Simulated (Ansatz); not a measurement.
# C₂H₄FNO: up Jacob's ladder to CCSD(T)

An exercise on one series of results from a longer session: the logs are not shown, and one member is left open.

Computed with Ansatz 0.2.0, Gaussian basis. Level: functionals in def2-TZVPP, the program's frozen cores in correlated methods.

Plan: LDA (SPW92), PBE-D4, revPBE-D4, BLYP-D4, r2SCAN-D4, B97M-V, PBE0-D4, B3LYP-D4, r2SCANh-D4, r2SCAN0-D4, HSE06-D4, BHLYP-D4, CAM-B3LYP-D4, LC-ωPBE, ωB97X-V, ωB97M-V, B2PLYP, PBE-QIDH; CCSD(T)/def2-SVP; CCSD(T)/def2-TZVPP; MP2/def2-QZVPP; extrapolation to the limit; RPA on PBE.

## The relaxed structure

An earlier PBE0-D4 in a triple-zeta def2 set relaxation fixed the geometry.

SMILES `OC/N=C\F`, 9 atoms, charge 0, spin multiplicity 1.

Atoms are counted from 1 here; the program's logs count them from 0.

Bond lengths: O1–C2 1.394 Å, O1–H6 0.962 Å, C2–N3 1.443 Å, C2–H7 1.100 Å, C2–H8 1.093 Å, N3–C4 1.239 Å, C4–F5 1.345 Å, C4–H9 1.086 Å. Angles: C2–O1–H6 107.5°, O1–C2–N3 110.6°, O1–C2–H7 111.7°, O1–C2–H8 106.5°, N3–C2–H7 107.6°, N3–C2–H8 112.3°, H7–C2–H8 108.2°, C2–N3–C4 121.5°, N3–C4–F5 124.4°, N3–C4–H9 124.4°, F5–C4–H9 111.1°.

Set-up of the first run:

Contents of in.yaml:

```yaml
crystal:
  periodic: [false, false, false]
  atoms:
    - {symbol: O, position_ang: [-0.192058, 0.389194, 1.942157]}
    - {symbol: C, position_ang: [-0.512719, 0.051988, 0.628095]}
    - {symbol: N, position_ang: [0.614264, 0.280867, -0.243586]}
    - {symbol: C, position_ang: [0.722145, -0.304633, -1.329637]}
    - {symbol: F, position_ang: [-0.166843, -1.195375, -1.805234]}
    - {symbol: H, position_ang: [0.250513, 1.243145, 1.922517]}
    - {symbol: H, position_ang: [-1.352975, 0.651797, 0.248343]}
    - {symbol: H, position_ang: [-0.820369, -0.996796, 0.642672]}
    - {symbol: H, position_ang: [1.546641, -0.166588, -2.022629]}
basis:
  gaussian: {orbitals: def2-TZVPP}
hamiltonian: {xc: lda}
output: {orbitals: {seedname: orbitals}}
```

Started as:

```sh
> ansatz run in.yaml --threads 2 --pin off --events-out ev --progress --plain --max-ram 4352MiB
```

Among the steps run: LDA; PBE-D4 (GGA); revPBE-D4 (GGA); BLYP-D4 (GGA); r2SCAN-D4 (meta-GGA); B97M-V (meta-GGA); PBE0-D4 (hybrid); B3LYP-D4 (hybrid); r2SCANh-D4 (hybrid); r2SCAN0-D4 (hybrid); HSE06-D4 (hybrid); BHLYP-D4 (hybrid); CAM-B3LYP-D4 (range-separated); LC-ωPBE (range-separated); ωB97X-V (range-separated); ωB97M-V (range-separated); B2PLYP (double hybrid); PBE-QIDH (double hybrid).

One table of the session follows, with a row left open; its other results are not shown here.

| functional | HOMO (eV) | gap (eV) |
| --- | --- | --- |
| LDA (SPW92) | -6.66 | 4.99 |
| PBE-D4 | -6.52 | 5.12 |
| revPBE-D4 | -6.46 | 5.16 |
| BLYP-D4 | -6.45 | 5.14 |
| r2SCAN-D4 | ? | ? |
| B97M-V | -7.02 | 5.93 |
| PBE0-D4 | -8.19 | 7.89 |
| B3LYP-D4 | -7.96 | 7.36 |
| r2SCANh-D4 | -7.50 | 6.74 |
| r2SCAN0-D4 | -8.43 | 8.27 |
| HSE06-D4 | -7.78 | 7.09 |
| BHLYP-D4 | -9.73 | 10.60 |
| CAM-B3LYP-D4 | -9.69 | 10.55 |
| LC-ωPBE | -11.02 | 13.17 |
| ωB97X-V | -10.69 | 12.75 |
| ωB97M-V | -10.61 | 12.56 |

Estimate the missing values for r2SCAN-D4.

Worked estimate for «HOMO (eV)». Against the share of exact exchange, r2SCANh-D4 (0.1, -7.50), r2SCAN0-D4 (0.25, -8.43) give a slope of -6.20 per unit share; at 0 the line stands at -6.88.

As computed: HOMO (eV): -6.88; gap (eV): 5.71. In «HOMO (eV)» the line misses by 0.00.
